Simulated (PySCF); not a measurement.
**Scan of [H···H···BH2], doublet**

All five atoms lie in one plane.

Starting geometry:

```xyz
5

H    -2.2119    0.0000    0.0000
H    -1.4669    0.0000    0.0000
B     0.2091    0.0000    0.0000
H     0.7182    0.0000    1.0770
H     0.7182    0.0000   -1.0770
```

From there atom H2 is moved from one fragment to the other while all else, the fragments' distance too, stays fixed; atoms are numbered as listed. Energies are in kJ/mol, counted from the starting geometry at the same level. Kohn–Sham curves keep the symmetry of the cluster determinant, unrestricted for open shells and where UHF breaks spin symmetry.

Basis 6-31G; PySCF 2.14.0. Only valence electrons are correlated (noble-gas cores frozen).

In so small a basis the reference is far from its limit while semilocal and hybrid functionals are nearer theirs (RPA and double hybrids share much of the reference's basis error), so the functionals' errors here hold much of the reference's basis and frozen-core error, which can add to them or hide them.

Full CI is exact within this basis and frozen core; it isn't the basis-set limit.

```csv
distance H1-H2 (Å),full CI,PBE,r2SCAN,B97M-V,PBE0,B3LYP,wB97M-V,B2PLYP
0.693,7.6,12.8,10.9,11.4,11.0,10.6,10.2,8.9
0.745,0.0,0.0,0.0,0.0,0.0,0.0,0.0,0.0
0.817,-0.9,-7.2,-5.1,-6.9,-5.2,-4.7,-4.2,-2.7
0.890,1.4,-9.1,-5.6,-9.7,-5.9,-4.8,-3.9,-1.8
0.962,1.4,-10.1,-6.5,-11.8,-6.9,-5.3,-4.2,-2.4
1.034,-2.7,-12.2,-9.3,-14.3,-9.9,-7.8,-7.0,-6.3
1.106,-9.4,-14.6,-13.4,-16.4,-14.1,-11.5,-11.5,-12.2
1.179,-15.3,-14.9,-15.6,-16.1,-16.8,-13.7,-14.9,-17.0
1.251,-15.1,-9.3,-11.7,-10.0,-13.5,-10.2,-12.7,-15.8
```
